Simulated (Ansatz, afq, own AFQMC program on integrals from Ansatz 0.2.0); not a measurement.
Integrals from Ansatz 0.2.0, then the random walk in our own AFQMC program (afq).

```yaml
crystal:
  periodic: [false, false, false]
  atoms:
    - {symbol: Te, position_ang: [0.000000, 0.000000, 0.000000]}
basis:
  gaussian: {orbitals: def2-SVP}
magnetization: {spin_polarized: true, initial_magnetization: 2}
correlation: {method: ccsd_t, electrons: outside_noble_gas, hamiltonian_folder: ham}
```

```sh
$ ansatz run in.yaml --threads 1 --pin off --events-out ev --progress --plain --max-ram 24576MiB --backend cuda --devices 0, --max-vram 18GiB
```

Options of the walk:

```
--method free --trial cisd --walkers 4000 --time-step 0.03 --max-blocks 4000 --target-error 0.0003 --factor-cut 1e-05 --seed 8415 --times 0,0.3,0.6,1.2,1.8,2.4,3.6,4.8,6 --taylor-order 8
```

Times are imaginary, in 1/Eh. The walk had a cap of 61 s. Filled inner d shells are frozen with the cores. Core potentials past Kr, no spin–orbit coupling.

Log:

```
orbitals 17  electrons 4 2  factors 99 of 144
reference energy -266.99681262 Eh
CCSD correlation -0.07363624 Eh in 8 cycles, weight of the determinant in the CISD state 0.9490
repeat  energy at the last time / Eh  error
    10  -267.071479  0.000019
    20  -267.071475  0.000014
    30  -267.071480  0.000010
time / (1/Eh)  energy / Eh  error  mean overlap
  0.00  -267.070453  0.000004  1.0538
  0.30  -267.070969  0.000005  1.0534
  0.60  -267.071222  0.000007  1.0530
  1.20  -267.071416  0.000006  1.0522
  1.80  -267.071473  0.000009  1.0524
  2.40  -267.071494  0.000008  1.0526
  3.60  -267.071506  0.000009  1.0532
  4.80  -267.071473  0.000009  1.0567
  6.00  -267.071481  0.000010  1.0585
energy -267.071481 +/- 0.000010 Eh
```

The run passed its tests (error under three times the target), which doesn't prove that it has relaxed.

Against this walk (error 0.3 meV) on the same determinant: CCSD(T) 7.4 meV higher, CCSDT(Q) 0.0 meV higher (within the noise), CCSDTQ 0.5 meV lower (within the noise), full CI 0.5 meV lower (within the noise). The error is statistical, and a free projection of finite length keeps a remainder of its start.

Cautions: remainder of the start not in the error; no spin-orbit coupling; inner d shell frozen.

The walk took 11 s on 1 × NVIDIA H100 80GB HBM3 with 2 threads of AMD EPYC 7R13 Processor (Zen 3), on a shared host (the card was shared). The log's last line is the free-projection energy.

CCSDT and higher add their correlation energy to the determinant of the CCSD(T) run, since their own runs factorise the integrals more tightly (a shift of under 2 meV). A walk keeps the symmetry of its determinant, which the program's search chose and which needn't be the lowest solution, so a lower state of the same spin and another symmetry isn't excluded.
